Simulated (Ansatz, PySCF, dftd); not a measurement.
Species: BCl2, charge 0, doublet. BCl2 (SMILES Cl[B]Cl, doublet).
B3LYP-D3(BJ)/def2-TZVP minimum from Ansatz (an electronic-structure program):
```xyz
3

B     -0.0053     0.6863    -0.0382
Cl     1.5376    -0.0889     0.0100
Cl    -1.5361    -0.1130     0.0012
```
Charge 0, spin multiplicity 2.

Property: enthalpy of formation at 298 K (by atomisation, with ideal-gas terms from PySCF's Hessian at B3LYP-D3(BJ)/def2-TZVP and the atoms' measured values of the G2/97 table; no spin-orbit terms), in kcal/mol. UHF or UKS for unpaired electrons; spin-orbit terms are left out. Cores are frozen in correlated methods. Rows without X2C or -DK are non-relativistic. CBS(X,Y): correlation extrapolated as X^-3, Hartree-Fock from the larger set (Q,5: extrapolated as (X+1)exp(-9√X)). A bracket is a step between two methods taken in the basis named. The functionals are non-relativistic, so their misses hold any scalar relativity. '+ core + X2C': CCSD(T) terms for core correlation (cc-pwCVTZ, 1s frozen past Ne) and scalar relativity (cc-pVTZ-DK). For partners of very few electrons the exact lower level stands in for a higher one.

| level | program | enthalpy of formation at 298 K (kcal/mol) | difference against the last row |
|---|---|---|---|
| HF/cc-pV(Q+d)Z | Ansatz | 40.1 | 48.3 |
| HF/cc-pV(5+d)Z | Ansatz | 40.0 | 48.2 |
| PBE-D4/def2-TZVPD | Ansatz + dftd4 | -22.4 | -14.2 |
| B3LYP-D4/def2-TZVPD | Ansatz + dftd4 | -7.0 | 1.2 |
| r2SCANh/def2-TZVPD | Ansatz | -16.9 | -8.7 |
| CAM-B3LYP-D4/def2-TZVPD | Ansatz + dftd4 | -6.7 | 1.5 |
| CAM-B3LYP/def2-TZVPD | Ansatz | -5.3 | 2.9 |
| MP2/cc-pV(Q+d)Z | Ansatz | -17.6 | -9.4 |
| MP2/CBS(cc-pV(Q+d)Z,cc-pV(5+d)Z) | Ansatz | -21.3 | -13.1 |
| CCSD(T)/cc-pV(D+d)Z | Ansatz | 10.5 | 18.7 |
| CCSD(T)/cc-pV(T+d)Z | Ansatz | 1.3 | 9.5 |
| CCSDT(Q)/cc-pV(D+d)Z | Ansatz | 10.1 | 18.3 |
| CCSDT(Q)/cc-pV(T+d)Z | Ansatz | 1.1 | 9.3 |
| CCSD(T)/CBS(cc-pV(Q+d)Z,cc-pV(5+d)Z) + [CCSDT(Q) - CCSD(T)]/cc-pV(T+d)Z + core + X2C | Ansatz | -8.2 | 0.0 |
